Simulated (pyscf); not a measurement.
Concerted fragmentation: F–SiH₂• + H₂ -> F–SiH: [singlet] + H₂ + H•

Gas phase, doublet surface, charge 0. Bonds broken: Si1–H3, H5–H6. Bonds formed: H3–H5. Structures and frequencies: ωB97X-D3(BJ)/def2-SVP in PySCF.

Transition state (Å):

```xyz
6

Si    -0.2629     0.9071    -1.0422
F      1.2726     1.4651    -0.9010
H      0.1223    -0.9293    -0.5864
H     -0.7270     1.1019     0.4105
H      0.1789    -0.7455     0.2084
H      0.2856    -0.4025     1.6807
```

One imaginary mode, 748i cm⁻¹; descent along it reached the two sides named.

```csv
bond,change,reactant side (Å),saddle,product side
Si1–H3,breaks,1.490,1.931,2.300
H5–H6,breaks,0.760,1.515,3.1
H3–H5,forms,2.9,0.818,0.768
```

Electronic energies relative to the separated reactants (kcal/mol):

| level | barrier | reaction energy | reverse barrier |
|---|---|---|---|
| ωB97X-D3(BJ)/def2-TZVP | 64.8 | +64.1 | 0.7 |
| PBE/def2-TZVP | 56.9 | +62.6 | -5.8 |
| r²SCAN/def2-TZVP | 61.7 | +69.3 | -7.5 |
| B3LYP-D3(BJ)/def2-TZVP | 60.5 | +64.2 | -3.7 |
| PBE0-D3(BJ)/def2-TZVP | 61.0 | +65.2 | -4.2 |
| M06-2X/def2-TZVP | 64.9 | +63.5 | 1.4 |
| ωB97M-D3(BJ)/def2-TZVP | 61.0 | +59.7 | 1.3 |
| HF/def2-TZVP | 72.6 | +60.6 | 12.0 |

With ωB97M-D3(BJ)/def2-TZVP energies and thermal terms (ideal gas, 1 atm, RRHO with modes under 100 cm⁻¹ raised to 100, one conformer, R ln 2 for chiral ones without a mode under 150 cm⁻¹), in kcal/mol:

```tsv
T (K)	ΔH‡	ΔG‡	ΔH	ΔG
298	57.7	64.2	+55.4	+48.0
600	58.0	70.7	+56.1	+40.1
900	58.6	77.0	+56.5	+32.0
1200	59.3	83.0	+56.7	+23.8
```

At PBE, r²SCAN, B3LYP-D3(BJ), PBE0-D3(BJ) this geometry lies under the product side: in single points on another level's saddle the reverse barrier vanishes, and the forward threshold there is about the reaction energy. The same reactants have a lower exit, to F–SiH₃ + H• (barrier +14.8 kcal/mol at ωB97M-D3(BJ)/def2-TZVP, against +61.0 kcal/mol here). One saddle was located; it need not be the lowest between these sides.
